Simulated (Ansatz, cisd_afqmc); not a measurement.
Species: HO2, charge -1, singlet. HO2- (SMILES [O-]O).
B3LYP-D3(BJ)/def2-TZVP minimum from Ansatz (an electronic-structure program):
```
O
H 1 0.9626
O 1 1.5224 2 98.36
```
Charge -1, spin multiplicity 1.

Total energies in aug-cc-pVDZ, 14 correlated electrons, 2 frozen orbitals. Radicals and triplets start from unrestricted determinants; spin-orbit coupling is neglected. Cores are frozen in correlated methods. No relativity. AFQMC is phaseless with a CISD trial state; ± is one standard error, without the phaseless bias. Outlying blocks are dropped, and bars are widened where a walk drifts. Over all cases where full CI ran beside it in this data, AFQMC minus full CI had a median of +0.1 mEh and passed +0.4 mEh in a tenth of the cases. The T1 diagnostic of HO2- ([O-]O, singlet) reaches 0.026 in the sets run.

```tsv
method	program	energy (Eh)	minus CCSDT(Q) (mEh)
HF	Ansatz	-150.18341	454.31
MP2	Ansatz	-150.61159	26.13
CCSD	Ansatz	-150.61926	18.46
CCSD(T)	Ansatz	-150.63532	2.41
CCSDT(Q)	Ansatz	-150.63772	0.00
AFQMC/CISD	cisd_afqmc	-150.6366 ± 0.0004	1.2 ± 0.4
```

Rough core times of Ansatz's runs on a shared machine: CCSD(T) under 20 s, CCSDT(Q) 20 s.
